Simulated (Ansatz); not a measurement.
The same path of BCl2H + H (5 atoms, charge 0, multiplicity 2) was run twice with different band settings. Lost on the way: B1–H2. Made: H2–H5.

Computed with Ansatz 0.2.0, UKS BLYP/6-31G*.

Relaxed end points:

```xyz
5
Properties=species:S:1:pos:R:3
B 0.000 -0.001 -0.288
H 0.000 -0.004 0.904
Cl 1.536 0.001 -1.153
Cl -1.536 0.001 -1.153
H 0.000 0.002 3.670
```

```xyz
5
Properties=species:S:1:pos:R:3
B 0.000 0.000 -0.693
H 0.000 -0.001 2.459
Cl 1.557 0.001 -1.497
Cl -1.557 0.001 -1.497
H 0.000 -0.001 3.208
```

Common settings: movable images 5; climbing image yes; spring 5.0 eV/Å²; optimiser quadratic models (default); start path through a guess of the saddle point; iteration limit 60; end points relaxed.

| run | force threshold |
| --- | --- |
| 1 | 0.05 eV/Å |
| 2 | 0.2 eV/Å |

Q: What does each run give, and how far can it be trusted?

A: Run 1: converged after 9 iterations, highest image 0.224 eV above the first end. A vibrational analysis at the climbing image gives 2 clearly imaginary modes (1052i, 76i cm⁻¹): a point of higher order. A lower path may pass nearby, or the ends, which weren't checked, may share the extra mode.
Run 2: converged after 9 iterations, highest image 0.223 eV above the first end. The threshold of 0.2 eV/Å is loose, so the images may lie well off the minimum-energy path. Another band between the same ends (5 images) ends at a top of the same energy, where a vibrational analysis finds 2 clearly imaginary modes.
